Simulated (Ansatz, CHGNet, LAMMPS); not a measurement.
## Elastic constant C12 of fcc Pb: levels of theory against measurement

Reference value: 42 GPa (measured, temperature not stated, no zero-point or thermal correction; as tabulated in Brink et al. (2023), arXiv:2211.14170).

```tsv
level (code)	value (GPa)	cell (Å³/atom)
Morse jacobson2022 (LAMMPS)	35.5	29.77
CHGNet 0.3.0	24.7	32.14
CHGNet-r²SCAN	29.7	31.02
LDA (Ansatz)	…	29.05
PBE (Ansatz)	35.7	32.01
PBEsol (Ansatz)	…	30.02
r²SCAN (Ansatz)	40.9	31.13
```

Task: Some entries are withheld; supply them.

Result: 
- LDA (Ansatz, a program for electronic structure), value (GPa): 48.3
- PBEsol (Ansatz), value (GPa): 43.4

Differences against the reference: Morse jacobson2022 -15.5 %, CHGNet 0.3.0 -41 %, CHGNet-r²SCAN -29 %, LDA +15.0 %, PBE -15.0 %, PBEsol +3.3 %, r²SCAN -2.6 %.

The reference's temperature isn't stated, so close values are not ranked against it. Off by more than 25 %, or 35 % on the side where a correction would as a rule narrow the miss (bounds picked here): CHGNet 0.3.0 (-41 %), CHGNet-r²SCAN (-29 %).

The measured value isn't corrected to a static lattice, so vibrations enter the comparison.  Density-functional levels without +SOC have no spin–orbit coupling. Each level is taken at its own relaxed cell. Cutoffs differ between the levels. Ansatz's density-functional and Hartree–Fock values are scalar-relativistic unless marked +SOC, with PAW data made under PBE.

Empirical potentials (Morse jacobson2022) are fitted to chosen data: where that held the value shown, agreement is built in, and what lay outside the fit can be far off. Machine-learned potentials (CHGNet 0.3.0, CHGNet-r²SCAN) are trained on DFT data: a solid inside that data is no test of them.

Differences are worked out from the printed values.
